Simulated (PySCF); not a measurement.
**Working out the ionisation energy of B**

B [He] 2s2 2p1 (2P) → B⁺ [He] 2s2 (1S). Computed with PySCF 2.14 in x2c-QZVPPall (7s4p3d2f1g, 57 functions), with the spin-free X2C one-electron Hamiltonian (Gaussian nucleus). Frozen: 1s2. Energies in hartree (1 hartree = 27.21139 eV):

```
            part   B (lower)  B⁺ (upper)
             UHF  -24.539845  -24.244372
CCSD correlation   -0.066200   -0.060659
             (T)   -0.001445    0.000000
```

What does Hartree-Fock give?

(-24.244372) − (-24.539845) = 0.295473 hartree = 8.040 eV.

What do CCSD and CCSD(T) give?

The CCSD correlation energies differ by 0.005541 hartree = 0.151 eV and the triples by 0.001445 hartree = 0.039 eV, so CCSD gives 8.191 eV and CCSD(T) 8.230 eV.

Measured between the centres of the two terms (NIST): 8.297 eV, so CCSD(T) (valence) is off by -0.067 eV.

What remains against the reference includes basis incompleteness, the frozen core and higher excitations.
